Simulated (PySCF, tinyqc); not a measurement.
Inside a calculation. Method: FCI on RHF in the sto-6g basis, frozen core, for LiH, spin multiplicity 1. The lowest restricted solution is unstable here: a spin-polarised one lies 0.0037 hartree lower (PySCF). Computed by tinyqc, a small Python program that keeps every step (integrals from PySCF). Settings: charge = 0, multiplicity = 1, basis = sto-6g, method = RHF, frozen orbitals = 1, energy threshold = 1e-10, iteration cap = 78, orthogonalisation = canonical, start = atomic densities, DIIS depth = 6, ci = FCI. Command: `OMP_NUM_THREADS=1 python tinyqc.py 26999 27000 out.jsonl` (the two numbers bound the seeds that draw the settings). One thread of a shared host (Intel(R) Xeon(R) Processor @ 2.60GHz), about 0.1 s of CPU time with the checks. The early iterations of the SCF are left out here.

## One-electron integrals

Geometry (angstrom):
```
atom         x         y         z
Li    0.000000  0.000000  0.000000
H     0.000000  0.000000  2.184000
```

Basis sto-6g: exponents (1/bohr^2) and contraction coefficients of normalised primitives:
```
element  l (shell)    exponent  coefficient
Li           s (1)  167.175846     0.009164
Li           s (1)   30.651508     0.049361
Li           s (1)    8.575187     0.168538
Li           s (1)    2.945808     0.370563
Li           s (1)    1.143944     0.416492
Li           s (1)    0.471139     0.130334
Li           s (2)    6.597564    -0.013253
Li           s (2)    1.305830    -0.046992
Li           s (2)    0.405851    -0.033785
Li           s (2)    0.156146     0.250242
Li           s (2)    0.067814     0.595117
Li           s (2)    0.031084     0.240706
Li           p (3)    6.597564     0.003760
Li           p (3)    1.305830     0.037679
Li           p (3)    0.405851     0.173897
Li           p (3)    0.156146     0.418036
Li           p (3)    0.067814     0.425860
Li           p (3)    0.031084     0.101708
H            s (1)   35.523221     0.009164
H            s (1)    6.513144     0.049361
H            s (1)    1.822143     0.168538
H            s (1)    0.625955     0.370563
H            s (1)    0.243077     0.416492
H            s (1)    0.100112     0.130334
```

Overlap, kinetic and nuclear-attraction integrals over the contracted functions; the nuclear repulsion is the sum of Za Zb / Rab.

nuclear repulsion = 0.72689177 hartree

overlap S, order 1Li 1s, 1Li 2s, 1Li 2px, 1Li 2py, 1Li 2pz, 2H 1s:
$$\begin{pmatrix}
1.000000 & 0.235742 & 0.000000 & 0.000000 & 0.000000 & 0.019012 \\
0.235742 & 1.000000 & 0.000000 & 0.000000 & 0.000000 & 0.261348 \\
0.000000 & 0.000000 & 1.000000 & 0.000000 & 0.000000 & 0.000000 \\
0.000000 & 0.000000 & 0.000000 & 1.000000 & 0.000000 & 0.000000 \\
0.000000 & 0.000000 & 0.000000 & 0.000000 & 1.000000 & 0.373786 \\
0.019012 & 0.261348 & 0.000000 & 0.000000 & 0.373786 & 1.000000
\end{pmatrix}$$

kinetic energy T (hartree), order 1Li 1s, 1Li 2s, 1Li 2px, 1Li 2py, 1Li 2pz, 2H 1s:
$$\begin{pmatrix}
3.616742 & -0.110723 & 0.000000 & 0.000000 & 0.000000 & -0.007629 \\
-0.110723 & 0.106524 & 0.000000 & 0.000000 & 0.000000 & 0.012894 \\
0.000000 & 0.000000 & 0.320007 & 0.000000 & 0.000000 & 0.000000 \\
0.000000 & 0.000000 & 0.000000 & 0.320007 & 0.000000 & 0.000000 \\
0.000000 & 0.000000 & 0.000000 & 0.000000 & 0.320007 & 0.051100 \\
-0.007629 & 0.012894 & 0.000000 & 0.000000 & 0.051100 & 0.768522
\end{pmatrix}$$

nuclear attraction V (hartree), order 1Li 1s, 1Li 2s, 1Li 2px, 1Li 2py, 1Li 2pz, 2H 1s:
$$\begin{pmatrix}
-8.309442 & -0.885481 & 0.000000 & 0.000000 & -0.009136 & -0.074241 \\
-0.885481 & -1.432865 & 0.000000 & 0.000000 & -0.088673 & -0.409311 \\
0.000000 & 0.000000 & -1.410493 & 0.000000 & 0.000000 & 0.000000 \\
0.000000 & 0.000000 & 0.000000 & -1.410493 & 0.000000 & 0.000000 \\
-0.009136 & -0.088673 & 0.000000 & 0.000000 & -1.477460 & -0.592904 \\
-0.074241 & -0.409311 & 0.000000 & 0.000000 & -0.592904 & -1.966293
\end{pmatrix}$$

core Hamiltonian H = T + V (hartree), order 1Li 1s, 1Li 2s, 1Li 2px, 1Li 2py, 1Li 2pz, 2H 1s:
$$\begin{pmatrix}
-4.692699 & -0.996204 & 0.000000 & 0.000000 & -0.009136 & -0.081870 \\
-0.996204 & -1.326341 & 0.000000 & 0.000000 & -0.088673 & -0.396417 \\
0.000000 & 0.000000 & -1.090486 & 0.000000 & 0.000000 & 0.000000 \\
0.000000 & 0.000000 & 0.000000 & -1.090486 & 0.000000 & 0.000000 \\
-0.009136 & -0.088673 & 0.000000 & 0.000000 & -1.157453 & -0.541804 \\
-0.081870 & -0.396417 & 0.000000 & 0.000000 & -0.541804 & -1.197771
\end{pmatrix}$$

## Two-electron integrals

Functions are numbered as in S; the eight-fold symmetry (ij|kl) = (ji|kl) = (kl|ij) leaves the list below.

Two-electron integrals (ij|kl) in chemists' order, unique and non-zero (hartree):
```
(11|11) 1.681247   (21|11) 0.242603   (21|21) 0.044507   (22|11) 0.397190
(22|21) 0.090279   (22|22) 0.290625   (31|31) 0.009437   (32|31) 0.014261
(32|32) 0.064236   (33|11) 0.397190   (33|21) 0.090279   (33|22) 0.290625
(33|33) 0.313125   (41|41) 0.009437   (42|41) 0.014261   (42|42) 0.064236
(43|43) 0.016875   (44|11) 0.397190   (44|21) 0.090279   (44|22) 0.290625
(44|33) 0.279374   (44|44) 0.313125   (51|51) 0.009437   (52|51) 0.014261
(52|52) 0.064236   (53|53) 0.016875   (54|54) 0.016875   (55|11) 0.397190
(55|21) 0.090279   (55|22) 0.290625   (55|33) 0.279374   (55|44) 0.279374
(55|55) 0.313125   (61|11) 0.019054   (61|21) 0.003448   (61|22) 0.007166
(61|33) 0.007061   (61|44) 0.007061   (61|51) 0.000465   (61|52) 0.000981
(61|55) 0.007375   (61|61) 0.000297   (62|11) 0.078724   (62|21) 0.018309
(62|22) 0.066925   (62|33) 0.063089   (62|44) 0.063089   (62|51) 0.002950
(62|52) 0.020796   (62|55) 0.074599   (62|61) 0.001758   (62|62) 0.030615
(63|31) 0.001144   (63|32) 0.006109   (63|53) 0.002719   (63|63) 0.001585
(64|41) 0.001144   (64|42) 0.006109   (64|54) 0.002719   (64|64) 0.001585
(65|11) 0.106566   (65|21) 0.024947   (65|22) 0.093593   (65|33) 0.087176
(65|44) 0.087176   (65|51) 0.004594   (65|52) 0.032355   (65|55) 0.106428
(65|61) 0.002465   (65|62) 0.046224   (65|65) 0.070262   (66|11) 0.242219
(66|21) 0.057062   (66|22) 0.229177   (66|33) 0.210124   (66|44) 0.210124
(66|51) 0.009057   (66|52) 0.082599   (66|55) 0.267286   (66|61) 0.005622
(66|62) 0.139155   (66|65) 0.215933   (66|66) 0.774999
```

## Orthogonalisation

S = U s U^T; canonical form X = U s^(-1/2), so that X^T S X = 1. Each column of U has its largest component positive (the first on a tie).

eigenvalues of S: [0.526282, 0.810224, 1.000000, 1.000000, 1.177842, 1.485651]

X, order 1Li 1s, 1Li 2s, 1Li 2px, 1Li 2py, 1Li 2pz, 2H 1s:
$$\begin{pmatrix}
0.288307 & 0.755935 & 0.000000 & 0.000000 & 0.601029 & 0.213603 \\
-0.653973 & -0.587980 & 0.000000 & 0.000000 & 0.471272 & 0.396203 \\
0.000000 & 0.000000 & 0.343870 & 0.939017 & 0.000000 & 0.000000 \\
0.000000 & 0.000000 & 0.939017 & -0.343870 & 0.000000 & 0.000000 \\
-0.730128 & 0.502083 & 0.000000 & 0.000000 & -0.465443 & 0.418366 \\
0.925328 & -0.254914 & 0.000000 & 0.000000 & -0.221451 & 0.543573
\end{pmatrix}$$

Within a degenerate level the vectors are fixed only up to a rotation; this is one choice.

## Iteration 8 (converged): orbitals

converged F (hartree), order 1Li 1s, 1Li 2s, 1Li 2px, 1Li 2py, 1Li 2pz, 2H 1s:
$$\begin{pmatrix}
-2.405777 & -0.620416 & 0.000000 & 0.000000 & 0.013375 & -0.051326 \\
-0.620416 & -0.190888 & 0.000000 & 0.000000 & -0.061551 & -0.193506 \\
0.000000 & 0.000000 & 0.158413 & 0.000000 & 0.000000 & 0.000000 \\
0.000000 & 0.000000 & 0.000000 & 0.158413 & 0.000000 & 0.000000 \\
0.013375 & -0.061551 & 0.000000 & 0.000000 & 0.056162 & -0.192599 \\
-0.051326 & -0.193506 & 0.000000 & 0.000000 & -0.192599 & -0.080556
\end{pmatrix}$$

Diagonalise F' = X^T F X, C = X C', fill 2 alpha and 2 beta electrons from the bottom; D = 2 C_occ C_occ^T. Each column has its largest component positive (the first on a tie).

F' = X^T F X (hartree):
$$\begin{pmatrix}
0.315952 & -0.283517 & 0.000000 & 0.000000 & -0.253977 & -0.124864 \\
-0.283517 & -0.822734 & 0.000000 & 0.000000 & -1.078596 & -0.389295 \\
0.000000 & 0.000000 & 0.158413 & 0.000000 & 0.000000 & 0.000000 \\
0.000000 & 0.000000 & 0.000000 & 0.158413 & 0.000000 & 0.000000 \\
-0.253977 & -1.078596 & 0.000000 & 0.000000 & -1.220825 & -0.535045 \\
-0.124864 & -0.389295 & 0.000000 & 0.000000 & -0.535045 & -0.459596
\end{pmatrix}$$

orbital energies (hartree): MO1 -2.407101, MO2 -0.234547, MO3 0.070228, MO4 0.158413, MO5 0.158413, MO6 0.384217

coefficients C, order 1Li 1s, 1Li 2s, 1Li 2px, 1Li 2py, 1Li 2pz, 2H 1s:
$$\begin{pmatrix}
0.994137 & -0.138907 & -0.205185 & 0.000000 & 0.000000 & 0.108239 \\
0.023761 & 0.491426 & 0.801769 & 0.000000 & 0.000000 & -0.517278 \\
0.000000 & 0.000000 & 0.000000 & 0.996751 & -0.080545 & 0.000000 \\
0.000000 & 0.000000 & 0.000000 & 0.080545 & 0.996751 & 0.000000 \\
-0.004612 & 0.328179 & -0.588864 & 0.000000 & 0.000000 & -0.849917 \\
-0.000671 & 0.603256 & -0.200190 & 0.000000 & 0.000000 & 0.928295
\end{pmatrix}$$

D after iteration 8, order 1Li 1s, 1Li 2s, 1Li 2px, 1Li 2py, 1Li 2pz, 2H 1s:
$$\begin{pmatrix}
2.015206 & -0.089283 & 0.000000 & 0.000000 & -0.100342 & -0.168927 \\
-0.089283 & 0.484129 & 0.000000 & 0.000000 & 0.322332 & 0.592880 \\
0.000000 & 0.000000 & 0.000000 & 0.000000 & 0.000000 & 0.000000 \\
0.000000 & 0.000000 & 0.000000 & 0.000000 & 0.000000 & 0.000000 \\
-0.100342 & 0.322332 & 0.000000 & 0.000000 & 0.215445 & 0.395958 \\
-0.168927 & 0.592880 & 0.000000 & 0.000000 & 0.395958 & 0.727836
\end{pmatrix}$$

Within a degenerate level the vectors are fixed only up to a rotation; this is one choice.

## Convergence

Stop when the energy changes by less than 1e-10 hartree and every element of the error matrix X^T (F D S - S D F) X is below 3e-06.

Course of the cycle:
```
iteration  E (hartree)     change  largest element of the error matrix
1          -7.71917816          -                             7.85e-02
2          -7.88673886  -1.68e-01                             9.97e-02
3          -7.89613988  -9.40e-03                             4.10e-02
4          -7.89896842  -2.83e-03                             5.83e-03
5          -7.89921403  -2.46e-04                             9.34e-04
6          -7.89921965  -5.62e-06                             7.87e-05
7          -7.89921969  -3.50e-08                             2.89e-06
8          -7.89921969  -1.60e-11                             1.05e-07
```

PySCF RHF in the same basis = -7.89921969 hartree

Converged in 8 iterations.

## Integrals over molecular orbitals

(pq|rs) = sum C_ip C_jq C_kr C_ls (ij|kl), one index at a time.

one-electron integrals over orbitals h = C^T H C (hartree):
$$\begin{pmatrix}
-4.685448 & 0.094866 & 0.164042 & 0.000000 & 0.000000 & -0.055829 \\
0.094866 & -1.299016 & 0.008768 & 0.000000 & 0.000000 & 0.046730 \\
0.164042 & 0.008768 & -1.097460 & 0.000000 & 0.000000 & 0.023079 \\
0.000000 & 0.000000 & 0.000000 & -1.090486 & 0.000000 & 0.000000 \\
0.000000 & 0.000000 & 0.000000 & 0.000000 & -1.090486 & 0.000000 \\
-0.055829 & 0.046730 & 0.023079 & 0.000000 & 0.000000 & -1.023669
\end{pmatrix}$$

Two-electron integrals over orbitals (pq|rs), unique and non-zero (hartree); the lowest 1 orbital is frozen and left out:
```
(22|22) 0.451450    (32|22) -0.058699   (32|32) 0.020961    (33|22) 0.211042
(33|32) 0.014740    (33|33) 0.329122    (42|42) 0.020650    (43|42) 0.020199
(43|43) 0.041687    (44|22) 0.242821    (44|32) 0.014241    (44|33) 0.280020
(44|44) 0.313125    (52|52) 0.020650    (53|52) 0.020199    (53|53) 0.041687
(54|54) 0.016875    (55|22) 0.242821    (55|32) 0.014241    (55|33) 0.280020
(55|44) 0.279374    (55|55) 0.313125    (62|22) 0.109532    (62|32) -0.044452
(62|33) -0.020088   (62|44) -0.038311   (62|55) -0.038311   (62|62) 0.132567
(63|22) -0.057535   (63|32) 0.016843    (63|33) 0.036748    (63|44) 0.008006
(63|55) 0.008006    (63|62) -0.038712   (63|63) 0.030555    (64|42) -0.018265
(64|43) -0.012035   (64|64) 0.019330    (65|52) -0.018265   (65|53) -0.012035
(65|65) 0.019330    (66|22) 0.421770    (66|32) -0.047447   (66|33) 0.238033
(66|44) 0.258458    (66|55) 0.258458    (66|62) 0.095561    (66|63) -0.045342
(66|66) 0.416274
```

## FCI: determinants and Hamiltonian

one-electron integrals dressed by the frozen orbital, h + 2 (pq|11) - (p1|1q) (hartree), order 2, 3, 4, 5, 6:
$$\begin{pmatrix}
-0.685997 & 0.058699 & 0.000000 & 0.000000 & -0.109532 \\
0.058699 & -0.330896 & 0.000000 & 0.000000 & 0.070618 \\
0.000000 & 0.000000 & -0.306580 & 0.000000 & 0.000000 \\
0.000000 & 0.000000 & 0.000000 & -0.306580 & 0.000000 \\
-0.109532 & 0.070618 & 0.000000 & 0.000000 & -0.326755
\end{pmatrix}$$

energy of the frozen orbital, 2 h_11 + (11|11) = -7.70556764 hartree

Hartree-Fock energy = -7.89921969 hartree

Slater-Condon rules over spin orbitals, with the nuclear repulsion and the energy of the frozen orbital added and E(HF) subtracted on the diagonal. Only determinants linked to the reference directly or through others are kept (one block of an abelian symmetry group), so some states are absent.

Occupation strings over the orbitals (2 doubly, a alpha, b beta, 0 empty; spin orbitals ordered 1a 1b 2a 2b ...): 220000 2ab000 2a000b 2ba000 2b000a 202000 20a00b 200200 200020 20b00a 200002

H - E(HF) between determinants (hartree):
```
           220000     2ab000     2a000b     2ba000     2b000a     202000     20a00b     200200
220000   0.000000   0.000000   0.000000   0.000000   0.000000   0.020961  -0.044452   0.020650
2ab000   0.000000   0.114693   0.013083  -0.020961   0.044452   0.073438   0.016843   0.020199
2a000b   0.000000   0.013083   0.329561   0.044452  -0.132567   0.016843   0.011252  -0.018265
2ba000   0.000000  -0.020961   0.044452   0.114693   0.013083  -0.073438   0.129619  -0.020199
2b000a   0.000000   0.044452  -0.132567   0.013083   0.329561  -0.016843   0.038712   0.018265
202000   0.020961   0.073438   0.016843  -0.073438  -0.016843   0.587875   0.107366   0.041687
20a00b  -0.044452   0.016843   0.011252   0.129619   0.038712   0.107366   0.500926  -0.012035
200200   0.020650   0.020199  -0.018265  -0.020199   0.018265   0.041687  -0.012035   0.620509
200020   0.020650   0.020199  -0.018265  -0.020199   0.018265   0.041687  -0.012035   0.016875
20b00a   0.044452   0.129619   0.038712   0.016843   0.011252  -0.107366  -0.030555   0.012035
200002   0.132567  -0.038712  -0.013971   0.038712   0.013971   0.030555   0.025276   0.019330

           200020     20b00a     200002
220000   0.020650   0.044452   0.132567
2ab000   0.020199   0.129619  -0.038712
2a000b  -0.018265   0.038712  -0.013971
2ba000  -0.020199   0.016843   0.038712
2b000a   0.018265   0.011252   0.013971
202000   0.041687  -0.107366   0.030555
20a00b  -0.012035  -0.030555   0.025276
200200   0.016875   0.012035   0.019330
200020   0.620509   0.012035   0.019330
20b00a   0.012035   0.500926  -0.025276
200002   0.019330  -0.025276   0.683307
```

## FCI: roots

Diagonalise (each vector has its largest component positive (the first on a tie)); all determinants have Ms = 0, so triplets appear too. The lowest singlet root is the correlation energy.

lowest roots of this matrix, relative to E(HF) (hartree): [-0.036609, 0.034006, 0.059702, 0.193442, 0.425283, 0.488431, 0.533649, 0.603634]

lowest vectors, order 220000, 2ab000, 2a000b, 2ba000, 2b000a, 202000, 20a00b, 200200, 200020, 20b00a, 200002:
$$\begin{pmatrix}
0.963164 & 0.000000 & -0.144650 & 0.000000 \\
0.073137 & 0.656305 & 0.636536 & 0.118089 \\
0.007068 & -0.170121 & 0.076698 & 0.672515 \\
-0.073137 & 0.656305 & -0.636536 & 0.118089 \\
-0.007068 & -0.170121 & -0.076698 & 0.672515 \\
-0.077216 & 0.000000 & -0.260374 & 0.000000 \\
0.111667 & -0.200805 & 0.195740 & -0.183791 \\
-0.019792 & 0.000000 & -0.011256 & 0.000000 \\
-0.019792 & 0.000000 & -0.011256 & 0.000000 \\
-0.111667 & -0.200805 & -0.195740 & -0.183791 \\
-0.172721 & 0.000000 & 0.110804 & 0.000000
\end{pmatrix}$$

<S^2> of these roots: [0.000000, 2.000000, 0.000000, 2.000000, 0.000000, 0.000000, 2.000000, 0.000000]

weight of the ground state by excitation level 0, 1, 2, ...: [0.927685, 0.010798, 0.061517]
